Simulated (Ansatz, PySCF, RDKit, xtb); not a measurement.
# BHF: from the formula to a structure, part 2 of 2

Only the formula BHF is given (odd number of electrons). Aim: find the structure of lowest free energy at 298.15 K, then its properties.

xtb, Ansatz and PySCF; isolated molecules. The steps go on from the part before.

## (14) The cation at the same geometry (PBE0/def2-TZVPD)

File input.yaml:

```yaml
crystal:
  periodic: [false, false, false]
  atoms:
    - symbol: B
      position_ang: [0.077386, -0.459523, 0.722174]
    - symbol: F
      position_ang: [-1.124730, -0.827230, 0.349675]
    - symbol: H
      position_ang: [0.250274, 0.215693, 1.733591]
basis:
  gaussian:
    orbitals: def2-TZVPD
total_charge: 1
magnetization:
  spin_polarized: false
  initial_magnetization: 0
hamiltonian:
  xc: {name: PBE0}
```

Command:

```sh
$ ansatz run input.yaml --threads 1 --pin off --max-ram 2610MiB --events-out events.jsonl --progress --plain --runs-dir runs
```

The log of the run:

```text
Warning: RAYON_NUM_THREADS=1 ignored (pool sized by the plan → 1); use --threads N
Functional definition: PBE0
  name "PBE0"
  parameter a = 0.25
  parameter kappa = 0.804
  parameter beta = 0.06672455060314922
  exchange = (1 - a)*pbe_x(kappa = kappa, mu = beta*pi^2/3) + a*exact_x
  correlation = pbe_c(beta = beta)
413 factors; their error is unknown
mean field evaluation 1: about -3384.9932 eV, gradient 9.2e1 eV
mean field evaluation 2: about -3284.2561 eV, gradient 2.3e2 eV
mean field evaluation 4: about -3396.6851 eV, gradient 3.5e0 eV
mean field evaluation 8: about -3396.7147 eV, gradient 1.7e-1 eV
mean field -3396.71470540 eV, -124.8269630476 hartree, gradient 5.9e-5 eV, S^2 0.000000; 0 other end points of the search recorded, 0 dependent functions left out
reference -3396.71472802 eV, -124.8269638788 hartree; 7, 7 occupied and 79, 79 virtual orbitals, 413 factors
Total energy: -3396.71472802 eV, -124.8269638788 hartree
```

It took 1.5 s on 1 thread of Intel Xeon at 2.50GHz (Skylake/Cascade Lake), shared host.

Difference from the parent: 9.37 eV. Only this spin of the product was run; a higher spin can lie lower.

## (15) The anion at the same geometry (PBE0/def2-TZVPD)

Edit input.yaml of step 14 so:

```diff
@@ -12,7 +12,6 @@
     orbitals: def2-TZVPD
-total_charge: 1
-magnetization:
-  spin_polarized: false
-  initial_magnetization: 0
+total_charge: -1
 hamiltonian:
   xc: {name: PBE0}
+scf:
+  lower_state_search: off
```

Command:

```sh
$ ansatz run input.yaml --threads 1 --pin off --max-ram 2610MiB --events-out events.jsonl --progress --plain --runs-dir runs
```

The log of the run, shortened:

```text
Warning: RAYON_NUM_THREADS=1 ignored (pool sized by the plan → 1); use --threads N
[... 2 set-up lines as earlier in the session ...]
[...]
413 factors; their error is unknown
[...]
mean field -3405.86934909 eV, -125.1633899977 hartree, gradient 8.7e-6 eV, S^2 0.000000; 0 other end points of the search recorded, 0 dependent functions left out
reference -3405.86937182 eV, -125.1633908333 hartree; 8, 8 occupied and 78, 78 virtual orbitals, 413 factors
Total energy: -3405.86937182 eV, -125.1633908333 hartree
Checks for a lower state left out: stability, starts, cluster_reference, orbital_swaps, neighbouring_geometries, increment
```

Run time: 1.1 s. Hardware: 1 thread of Intel Xeon at 2.50GHz (Skylake/Cascade Lake), shared host.

Parent less the species with the added electron: -0.22 eV. The extra electron isn't bound at this geometry, so the number measures the basis, not the molecule.

## (16) Polarisability (PBE0/def2-SVPD)

File job.py:

```python
# [BH]F
import numpy
from pyscf import gto, dft
from pyscf.prop.polarizability import uks

mol = gto.M(
    atom='B 0.077386 -0.459523 0.722174; F -1.124730 -0.827230 0.349675; H 0.250274 0.215693 1.733591',
    max_memory=1860,
    spin=1,
    basis='def2-svpd',
    charge=0,
    verbose=3,
)

ks = dft.UKS(mol)
ks.xc = 'pbe0'
ks = ks.density_fit(auxbasis='def2-universal-jkfit')
ks.grids.level = 3
ks.max_cycle = 100
ks.kernel()
if not ks.converged:
    ks = ks.newton().run(ks.mo_coeff, ks.mo_occ)

e_final = ks.e_tot
print('Final energy', e_final)
pol = uks.Polarizability(ks)
alpha = pol.polarizability()
print('isotropic polarizability %.4f bohr^3' % (numpy.trace(alpha) / 3))
alpha_w = pol.polarizability_with_freq(freq=0.0773)
```

Command:

```sh
$ OMP_NUM_THREADS=1 python job.py
```

The log of the run:

```text
WARN: HOMO -0.147274457390746 >= LUMO -0.147274457390746

converged SCF energy = -125.026085034913  <S^2> = 0.75174471  2S+1 = 2.0017439
Final energy -125.02608503491263
isotropic polarizability 19.0183 bohr^3
```

Run time: 20 s. Hardware: 1 thread of Intel Xeon at 2.50GHz (Skylake/Cascade Lake), shared host.

## (17) The quartet at the same geometry (PBE0/def2-TZVPD)

File input.yaml:

```yaml
crystal:
  periodic: [false, false, false]
  atoms:
    - {symbol: B, position_ang: [0.077386, -0.459523, 0.722174]}
    - {symbol: F, position_ang: [-1.124730, -0.827230, 0.349675]}
    - {symbol: H, position_ang: [0.250274, 0.215693, 1.733591]}
basis:
  gaussian: {orbitals: def2-TZVPD}
magnetization: {spin_polarized: true, initial_magnetization: 3}
hamiltonian: {xc: pbe0}
```

Command:

```sh
$ ansatz run input.yaml --threads 1 --pin off --max-ram 2610MiB --events-out events.jsonl --progress --plain --runs-dir runs
```

The log of the run, shortened:

```text
Warning: RAYON_NUM_THREADS=1 ignored (pool sized by the plan → 1); use --threads N
[... 7 set-up lines as earlier in the session ...]
413 factors; their error is unknown
mean field evaluation 1: about -3397.6409 eV, gradient 1.2e1 eV
mean field evaluation 2: about -3397.2493 eV, gradient 2.2e1 eV
mean field evaluation 4: about -3399.0343 eV, gradient 3.6e0 eV
mean field evaluation 8: about -3399.1304 eV, gradient 1.2e-1 eV
mean field evaluation 16: about -3399.1306 eV, gradient 5.8e-5 eV
mean field -3399.13063583 eV, -124.9157468533 hartree, gradient 5.8e-5 eV, S^2 3.753334; 0 other end points of the search recorded, 0 dependent functions left out
reference -3399.13066693 eV, -124.9157479962 hartree; 9, 6 occupied and 77, 80 virtual orbitals, 413 factors
Total energy: -3399.13066693 eV, -124.9157479962 hartree
```

Wall time 2.3 s (1 thread of Intel Xeon at 2.50GHz (Skylake/Cascade Lake), shared host).

It lies 6.96 eV above the doublet.

## (18) Stability of the SCF solution (PBE0/def2-SVP)

File mol.xyz:

```xyz
3
BFH
B      0.077386    -0.459523     0.722174
F     -1.124730    -0.827230     0.349675
H      0.250274     0.215693     1.733591
```

File input.py:

```python
from pyscf import gto, dft

system = gto.Mole()
system.atom = 'mol.xyz'
system.basis = 'def2-svp'
system.max_memory = 1860
system.verbose = 3
system.spin = 1
system.build()

mf = dft.UKS(system)
mf.xc = 'pbe0'
mf = mf.density_fit(auxbasis='def2-universal-jkfit')
mf.max_cycle = 100
mf.grids.level = 3
mf.kernel()
if not mf.converged:
    mf = mf.newton().run(mf.mo_coeff, mf.mo_occ)

e_tot = mf.e_tot
print(f'total energy: {e_tot:.8f} hartree')
mo_i, mo_e, stable_i, stable_e = mf.stability(internal=True, external=True, return_status=True)
print('stable: internal', stable_i, 'external', stable_e)
```

Command:

```sh
$ OMP_NUM_THREADS=1 python input.py
```

The log of the run:

```text
WARN: HOMO -0.146835602565397 >= LUMO -0.146835602565397

converged SCF energy = -125.018944190106  <S^2> = 0.7515076  2S+1 = 2.001507
total energy: -125.01894419 hartree
<class 'pyscf.df.df_jk.DFUKS'> wavefunction is stable in the internal stability analysis
<class 'pyscf.df.df_jk.DFUKS'> wavefunction is stable in the real -> complex stability analysis
<class 'pyscf.df.df_jk.DFUKS'> wavefunction has an UHF/UKS -> GHF/GKS instability
stable: internal True external False
```

Wall time 17 s (1 thread of Intel Xeon at 2.50GHz (Skylake/Cascade Lake), shared host).

The stability test raises a flag; for an open shell a flag towards a general spinor solution can be the free rotation of the spin.

## (19) Results

What follows sums up all 2 parts.

| quantity | value |
| --- | --- |
| lowest structure found | [BH]F, doublet, Cs |
| funnel | 3 starts, 1 minima at GFN2-xTB, 1 screening runs, 1 relaxed, 1 ranked |
| CPU time of all runs | 1.7 min |
| harmonic wavenumbers, lowest and highest (PBE-D3(BJ)/def2-SVP) | 978 and 2462 cm⁻¹ |
| rotational constants, same geometry | 18.66, 1.193, 1.122 cm⁻¹ |
| dipole moment (PBE0/def2-TZVPD) | 0.62 D |
| HOMO energy (highest over α and β) (PBE0/def2-TZVPD) | -6.30 eV |
| LUMO energy (lowest over α and β) (PBE0/def2-TZVPD) | -1.57 eV |
| lowest excitation (TD-PBE0/def2-SVPD) | 2.32 eV (f = 0.011) |
| strongest of the states computed, same level | 5.77 eV (f = 0.048) |
| vertical ionisation energy (to the singlet cation) | 9.37 eV |
| vertical electron affinity | -0.22 eV (unbound: the value depends on the basis) |
| vertical quartet less doublet | +6.96 eV |

**Reading.** `[BH]F` comes out lowest. The largest share of the time went into the properties (58 %). The stability test raises a flag; for an open shell a flag towards a general spinor solution can be the free rotation of the spin. Lowest found is not proven lowest: the search is finite, and each finalist counts with one conformer.
